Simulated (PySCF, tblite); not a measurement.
C5H8O.
Atom-mapped SMILES: `[CH2:1]=[CH:2][CH2:3][C@@H:4]1[CH2:5][O:6]1` (hydrogens: H7, H8 on C1; H9 on C2; H10, H11 on C3; H12 on C4; H13, H14 on C5)

Computed with GFN2-xTB (tblite), gas phase: nudged elastic band of 9 images (0 to 8), spring 0.2 eV/Å², climbing image at the end, force threshold 0.05 eV/Å. The top image wasn't refined or checked by frequencies; at this threshold it can lie a kcal/mol or more above the true saddle point of the method.

Path: rotation about C3–C4 (allylic carbon, sp3 carbon bound to oxygen), followed by the dihedral C2–C3–C4–O6.

Image 0 (start, dihedral -156°):
```
atom  x, y, z in Å
C1     -2.444   -0.013    0.053
C2     -1.224   -0.070   -0.445
C3     -0.073   -0.762    0.219
C4      1.020    0.233    0.553
C5      2.060    0.575   -0.420
O6      2.328   -0.239    0.687
H7     -2.694   -0.484    0.990
H8     -3.244    0.498   -0.453
H9     -0.991    0.411   -1.387
H10    -0.405   -1.255    1.134
H11     0.344   -1.520   -0.449
H12     0.734    0.994    1.277
H13     2.516    1.558   -0.401
H14     2.073    0.074   -1.382
```

Image 8 (end, +0.021 eV, dihedral -38°):
```
atom  x, y, z in Å
C1     -2.158    0.100   -0.418
C2     -0.980   -0.485   -0.525
C3     -0.088   -0.808    0.632
C4      1.291   -0.187    0.496
C5      1.506    1.081   -0.203
O6      1.893   -0.141   -0.763
H7     -2.565    0.388    0.538
H8     -2.771    0.306   -1.278
H9     -0.585   -0.767   -1.491
H10    -0.531   -0.462    1.569
H11     0.036   -1.894    0.692
H12     1.972   -0.436    1.309
H13     2.316    1.735    0.101
H14     0.664    1.569   -0.680
```

**Question.** What do the inner images look like?

**Answer.** 
Image 1: +0.008 eV, dihedral -143°
```
atom  x, y, z in Å
C1     -2.401    0.030   -0.001
C2     -1.170   -0.110   -0.450
C3     -0.066   -0.803    0.289
C4      1.049    0.176    0.603
C5      1.961    0.636   -0.447
O6      2.370   -0.273    0.534
H7     -2.707   -0.363    0.955
H8     -3.160    0.536   -0.574
H9     -0.889    0.300   -1.412
H10    -0.441   -1.242    1.215
H11     0.348   -1.603   -0.331
H12     0.844    0.856    1.427
H13     2.397    1.626   -0.384
H14     1.863    0.234   -1.448
```

Image 2: +0.037 eV, dihedral -129°
```
atom  x, y, z in Å
C1     -2.358    0.068   -0.059
C2     -1.124   -0.160   -0.462
C3     -0.063   -0.834    0.354
C4      1.088    0.117    0.636
C5      1.865    0.707   -0.456
O6      2.390   -0.304    0.353
H7     -2.705   -0.228    0.918
H8     -3.078    0.556   -0.694
H9     -0.812    0.154   -1.450
H10    -0.478   -1.195    1.296
H11     0.333   -1.689   -0.201
H12     0.995    0.696    1.552
H13     2.304    1.689   -0.331
H14     1.644    0.424   -1.479
```

Image 3: +0.078 eV, dihedral -115°
```
atom  x, y, z in Å
C1     -2.316    0.101   -0.115
C2     -1.091   -0.222   -0.480
C3     -0.065   -0.857    0.408
C4      1.127    0.060    0.647
C5      1.781    0.784   -0.447
O6      2.379   -0.324    0.158
H7     -2.686   -0.081    0.881
H8     -3.007    0.556   -0.804
H9     -0.768   -0.028   -1.495
H10    -0.510   -1.119    1.369
H11     0.302   -1.773   -0.064
H12     1.164    0.521    1.632
H13     2.248    1.742   -0.248
H14     1.441    0.640   -1.464
```

Image 4 (top): +0.105 eV, dihedral -100°
```
atom  x, y, z in Å
C1     -2.271    0.127   -0.174
C2     -1.064   -0.292   -0.502
C3     -0.070   -0.872    0.457
C4      1.165    0.006    0.640
C5      1.702    0.865   -0.419
O6      2.334   -0.326   -0.052
H7     -2.645    0.070    0.835
H8     -2.942    0.542   -0.908
H9     -0.739   -0.233   -1.532
H10    -0.537   -1.018    1.431
H11     0.263   -1.845    0.086
H12     1.343    0.329    1.664
H13     2.221    1.778   -0.152
H14     1.238    0.871   -1.397
```

Image 5: +0.100 eV, dihedral -86°
```
atom  x, y, z in Å
C1     -2.225    0.144   -0.233
C2     -1.038   -0.353   -0.518
C3     -0.074   -0.878    0.501
C4      1.197   -0.043    0.625
C5      1.629    0.930   -0.382
O6      2.261   -0.308   -0.243
H7     -2.599    0.190    0.778
H8     -2.881    0.521   -1.000
H9     -0.705   -0.404   -1.547
H10    -0.555   -0.913    1.480
H11     0.224   -1.895    0.228
H12     1.508    0.147    1.650
H13     2.210    1.794   -0.076
H14     1.048    1.065   -1.285
```

Image 6: +0.071 eV, dihedral -70°
```
atom  x, y, z in Å
C1     -2.178    0.155   -0.297
C2     -1.007   -0.407   -0.525
C3     -0.076   -0.877    0.550
C4      1.230   -0.095    0.598
C5      1.553    0.988   -0.334
O6      2.154   -0.271   -0.435
H7     -2.558    0.294    0.703
H8     -2.813    0.494   -1.098
H9     -0.656   -0.551   -1.539
H10    -0.560   -0.792    1.524
H11     0.175   -1.928    0.380
H12     1.679   -0.044    1.589
H13     2.202    1.796   -0.016
H14     0.855    1.240   -1.122
```

Image 7: +0.037 eV, dihedral -55°
```
atom  x, y, z in Å
C1     -2.137    0.156   -0.361
C2     -0.981   -0.458   -0.525
C3     -0.078   -0.867    0.597
C4      1.261   -0.148    0.556
C5      1.489    1.037   -0.273
O6      2.023   -0.211   -0.612
H7     -2.524    0.391    0.618
H8     -2.751    0.445   -1.198
H9     -0.612   -0.688   -1.516
H10    -0.548   -0.659    1.560
H11     0.118   -1.942    0.534
H12     1.841   -0.237    1.474
H13     2.207    1.787    0.039
H14     0.691    1.393   -0.914
```

The largest changes of bonds and angles from start to top: C3–C4 1.515 → 1.526 Å, C5–O6 1.399 → 1.397 Å, C4–O6 1.396 → 1.399 Å, C2–C3–C4 110.4 → 113.0°, C3–C4–C5 121.3 → 123.1°, C5–C4–H12 117.7 → 116.5°. GFN2-xTB torsional profiles can miss by a kcal/mol or more and can put conformers in the wrong order.

**Question.** What do single points at PBE0/pcSseg-1 (PySCF, no dispersion term) give on some images?

**Answer.** 
```csv
image,GFN2-xTB E (eV),DFT E (eV),HOMO (eV),LUMO (eV),dipole (D)
0,0.000,0.000,-7.56,0.21,1.76
2,0.037,0.069,-7.51,0.29,1.68
4,0.105,0.149,-7.41,0.32,1.65
6,0.071,0.085,-7.36,0.27,1.72
8,0.021,0.005,-7.44,0.29,1.80
```

Energies count from image 0 at each level. At the GFN2-xTB top the DFT energy is 3.4 kcal/mol against 2.4; the geometries weren't optimised at the DFT level.

What follows is the cost of the whole band run. On one thread, Intel Xeon at 2.50 GHz (x86_64), no GPU, shared host with 64 logical CPUs at a one-minute load of 54, this took 6.4 s of wall time and 0.18 GiB of memory at its peak.
